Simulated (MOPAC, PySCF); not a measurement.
H₄Si, SMILES `[SiH4]`, neutral singlet in the gas phase. 

Cartesian coordinates (Å):
```xyz
5

Si     0.0000     0.0000     0.0000
H     -0.3034     1.2078    -0.8002
H     -0.6793    -1.1714    -0.5978
H      1.4622    -0.2301     0.0111
H     -0.4795     0.1938     1.3870
```
Charge 0, spin multiplicity 1.

All levels are single points at this geometry (B3LYP-D3(BJ)/def2-TZVP); Pople sets use spherical d functions. Orbital energies aren't observables, and empty levels follow the basis.

PM6 in MOPAC gives dipole (D) = 0.00.

Estimate the dipole (D) from each of these levels: B3LYP-D3(BJ)/def2-TZVP in PySCF; PBE-D3(BJ)/def2-TZVP in PySCF; B3LYP/6-311+G** in PySCF; B3LYP/6-31G* in PySCF; BP86/6-31G* in PySCF; PBE/6-31G* in PySCF; HF/3-21G in PySCF; HF/6-31G* in PySCF.


```
level                            dipole (D)
-------------------------------  ----------
B3LYP-D3(BJ)/def2-TZVP in PySCF        0.00
PBE-D3(BJ)/def2-TZVP in PySCF          0.00
B3LYP/6-311+G** in PySCF               0.00
B3LYP/6-31G* in PySCF                  0.00
BP86/6-31G* in PySCF                   0.00
PBE/6-31G* in PySCF                    0.00
HF/3-21G in PySCF                      0.00
HF/6-31G* in PySCF                     0.00
```
